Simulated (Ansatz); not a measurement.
# CH₃BO (SMILES BC=O): functionals against CCSD(T) at one geometry

The task here is to estimate one member of a computed series from the others.

The runs use Ansatz 0.2.0, Gaussian basis; single points in def2-TZVPP.

Cores are frozen in the correlated methods.

### The starting structure

SMILES `BC=O`, 6 atoms, charge 0, spin multiplicity 1.

Atoms are counted from 1 here; the program's logs count them from 0.

Bond lengths: B1–C2 1.649 Å, B1–H4 1.441 Å, B1–H5 1.097 Å, C2–O3 1.230 Å, C2–H6 1.088 Å. Angles: C2–B1–H4 117.1°, C2–B1–H5 122.3°, H4–B1–H5 118.2°, B1–C2–O3 139.4°, B1–C2–H6 97.8°, O3–C2–H6 122.3°.

Coordinates:

```
B    -0.5301    0.1370   -0.6027
C     0.5480    0.0554    0.6418
O     1.5055    0.6839    1.0906
H    -0.2113   -0.6019   -1.7980
H    -1.5641    0.4754   -0.4622
H     0.2943   -0.9436    0.9905
```

The first run:

run/in.yaml

```yaml
crystal:
  periodic: [false, false, false]
  atoms:
    - {symbol: B, position_ang: [-0.530100, 0.137000, -0.602700]}
    - {symbol: C, position_ang: [0.548000, 0.055400, 0.641800]}
    - {symbol: O, position_ang: [1.505500, 0.683900, 1.090600]}
    - {symbol: H, position_ang: [-0.211300, -0.601900, -1.798000]}
    - {symbol: H, position_ang: [-1.564100, 0.475400, -0.462200]}
    - {symbol: H, position_ang: [0.294300, -0.943600, 0.990500]}
basis:
  gaussian: {orbitals: def2-TZVPP}
correlation: {method: ccsd_t}
output: {forces: true}
```

No record of the launch command was kept for these runs.

Among the steps run: CCSD(T)/def2-TZVPP; PBE0-D4/def2-TZVPP; wB97M-V/def2-TZVPP; r2SCAN-D4/def2-TZVPP; PBE-D4/def2-TZVPP; r2SCAN0-D4/def2-TZVPP; SPW92/def2-TZVPP.

One table of the session follows, with a row left open; its other results are not shown here.

```
    method  RMS force component (eV/Å)  angle to CCSD(T) forces (°)  dipole (D)
   CCSD(T)                       1.745                    reference        2.37
   PBE0-D4                       1.871                         10.9        2.51
   wB97M-V                           ?                            ?           ?
 r2SCAN-D4                       1.842                          8.3        2.43
    PBE-D4                       1.804                          8.6        2.27
r2SCAN0-D4                       1.911                         13.6        2.60
     SPW92                       1.972                         13.1        2.36
```

Estimate the missing values for wB97M-V.

**Answer.** RMS force component (eV/Å): 1.821; angle to CCSD(T) forces (°): 9.2; dipole (D): 2.51. In the column «RMS force component (eV/Å)» it lies between PBE-D4 (1.804) and r2SCAN-D4 (1.842).
